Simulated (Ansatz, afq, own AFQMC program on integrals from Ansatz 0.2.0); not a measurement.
**Atomization energy of NH$_{3}$, singlet**

```yaml
atoms:
  - { symbol: N, position_ang: [0.0003, -0.0001, -0.0667] }
  - { symbol: H, position_ang: [0.9385, 0.0130, 0.3137] }
  - { symbol: H, position_ang: [-0.4826, 0.8082, 0.3055] }
  - { symbol: H, position_ang: [-0.4607, -0.8202, 0.3074] }
```

Atoms in their ground-state spins without spin–orbit coupling (mostly on UHF) minus the molecule (RHF), without zero-point energy. The geometry is a stationary point, not shown to be a minimum.

Basis cc-pVDZ. Only valence electrons are correlated. Ansatz 0.2.0 and our own AFQMC program on the same integrals; the CISD trial comes from CCSD amplitudes, and released means the phaseless constraint is let go. Uncertainties: one standard error, sampling alone. The errors of all members are added in quadrature.

No full CI on the walks' own integrals is used here; CCSDT(Q) serves as the reference and is uncertain by about the last step of the cluster series. Each member takes its own surest rung, up to full CI.

The best estimate is CCSD(T) at the basis-set limit (CBS: def2-TZVPP and def2-QZVPP, with their diffuse functions for anions and beside diffuse sets, CCSD(T) itself extrapolated) plus the step from CCSD(T) to CCSDT(Q) in cc-pVDZ. Rows without CBS are in cc-pVDZ, the functionals in def2-TZVP; B2PLYP and the wave-function rows carry a basis error of their own. Core correlation and relativity beyond core potentials are missing, and ± holds the sampling alone.

Cautions: other spins of the molecule weren't checked.

```
 level  atomization energy (eV)
B2PLYP                   12.673
  CCSD                   11.493
r2SCAN                   12.649
```

(1) From these cheaper values, estimate the atomization energy at the level of the best estimate.

(1) 12.935 eV (best estimate, highest rung CCSDT(Q)).

| level | atomization energy (eV) | error against the best estimate (eV) |
| --- | --- | --- |
| HF | 8.343 | -4.591 |
| MP2 | 11.487 | -1.447 |
| CCSD(T) | 11.579 | -1.356 |
| CCSDT | 11.583 | -1.352 |
| CCSDT(Q) | 11.591 | -1.344 |
| ph-AFQMC/CISD | 11.585 ± 0.005 | -1.350 ± 0.005 |
| released AFQMC | 11.589 ± 0.006 | -1.346 ± 0.006 |
| HF/CBS | 8.714 | -4.221 |
| MP2/CBS | 12.909 | -0.026 |
| CCSD(T)/CBS | 12.923 | -0.012 |
| PBE | 12.976 | 0.041 |
| PBE0 | 12.685 | -0.250 |
| B3LYP | 12.932 | -0.003 |
| wB97M-V | 12.876 | -0.059 |

Correlation beyond CCSD(T) adds 0.012 eV. Going to the basis-set limit adds 1.344 eV at CCSD(T). The perturbative (T) step is worth +0.086 eV. The functionals spread over 0.327 eV; B3LYP and PBE come nearest and r2SCAN is 0.286 eV too low.

Best estimates are given only where the step beyond CCSD(T) is under 0.3 eV and no member's determinant is very poor (T1 over 0.05, or 0.07 for open shells, ⟨S²⟩ too high by 0.3, two states mixed), so the hardest cases are missing from such tables.

The functionals ran in a triple-zeta set and keep a basis error of their own, a few kJ/mol for each bond in atomization energies and more for double hybrids, so close places among them and the extrapolated levels can swap.

CCSDT and higher add their correlation energy to the determinant of the CCSD(T) run, since their own runs factorise the integrals more tightly (a shift of under 2 meV). Each member of a difference takes its own highest rung, so a best estimate needn't equal the limit plus the step of one row. A walk keeps the symmetry of its determinant, which the program's search chose and which needn't be the lowest solution, so a lower state of the same spin and another symmetry isn't excluded. Released energies are given only where the last usable release times agree within the noise; a slower fall can still hide under it.
